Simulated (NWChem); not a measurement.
# Atomisation of hydrogen cyanide (CHN)

```
C
N 1 1.1538
H 1 1.0796 2 180.00
```
Charge 0, spin multiplicity 1.

Everything below was run with NWChem. Structure: optimised with PBE0/def2-SVP, a minimum by its harmonic frequencies.

Basis set: def2-TZVP. The atomisation energy is electronic alone: no zero-point, thermal, spin-orbit or counterpoise terms. No value is extrapolated to the basis-set limit. Free atoms are single determinants with multiplicities C 3, N 4, H 2.

B3LYP has NWChem's definition, with VWN1-RPA local correlation. No SCF solution was tested for a lower state. Open-shell Hartree-Fock references start from PBE0 orbitals.

Q: For the atomisation energy, HF gives 198.2 kcal/mol and LDA (SVWN5) gives 360.1 kcal/mol. What do PBE, B3LYP, PBE0 give?

A: PBE: 325.9 kcal/mol; B3LYP: 312.7 kcal/mol; PBE0: 310.6 kcal/mol.
